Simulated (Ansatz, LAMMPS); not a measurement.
Rock-salt BaO: properties by level of theory

Reference values: lattice constant a 5.54 Å (measured, 300 K, no zero-point or thermal correction; as tabulated in Santana et al. (2016), arXiv:1608.06321); bulk modulus 74.1 GPa (measured, 300 K, no zero-point or thermal correction; as tabulated in Santana et al. (2016), arXiv:1608.06321); zone-centre TO phonon frequency 146 cm⁻¹ (measured, temperature not stated, not corrected to a static lattice; as tabulated in Roshan et al. (2021), arXiv:2110.13857); elastic constant C11 126 GPa (measured, temperature not stated, not corrected to a static lattice; as tabulated in Oses et al. (2018), arXiv:1811.08464); elastic constant C44 33.7 GPa (measured, temperature not stated, not corrected to a static lattice; as tabulated in Oses et al. (2018), arXiv:1811.08464).

```csv
level (code),equilibrium lattice constant a (Å),bulk modulus B0 (GPa),zone-centre TO phonon frequency (cm⁻¹),elastic constant C11 (GPa),elastic constant C44 (GPa)
"ionic model pedone2006 (rigid ions, LAMMPS)",5.501,57.3,272,138,17.1
LDA (Ansatz),5.434,(withheld),86,153,(withheld)
PBE (Ansatz),(withheld),69.1,71,115,35.6
PBE0 (Ansatz),5.531,75.9,100,127,37.2
```

### Question
Complete the blanks.

### Answer

- LDA (Ansatz, a first-principles code), bulk modulus B0 (GPa): 85.9
- LDA (Ansatz), elastic constant C44 (GPa): 33.9
- PBE (Ansatz), equilibrium lattice constant a (Å): 5.574

Differences from the reference values (errors of the level alone only where the reference is corrected to a static lattice):

| level | lattice constant a (%) | bulk modulus (%) | zone-centre TO phonon frequency (%) | elastic constant C11 (%) | elastic constant C44 (%) |
|---|---|---|---|---|---|
| ionic model pedone2006 | -0.70 | -23 | +86 | +9.5 | -49 |
| LDA | -1.91 | +15.9 | -41 | +21 | +0.6 |
| PBE | +0.61 | -6.7 | -51 | -8.7 | +5.6 |
| PBE0 | -0.16 | +2.4 | -32 | +0.8 | +10.4 |

Nearest: lattice constant a, not ranked (reference at room or unstated temperature); bulk modulus, not ranked (reference at room or unstated temperature); zone-centre TO phonon frequency, not ranked (one source); elastic constant C11, not ranked (reference at room or unstated temperature); elastic constant C44, not ranked (reference at room or unstated temperature).

Empirical potentials (ionic model pedone2006) are fitted to chosen data: where that held the value shown, agreement is built in, and what lay outside the fit can be far off.

Ansatz's density-functional and Hartree–Fock values are scalar-relativistic unless marked +SOC, with PAW data made under PBE.

Differences are worked out from the printed values.

Static lattice: no zero-point or thermal effects.
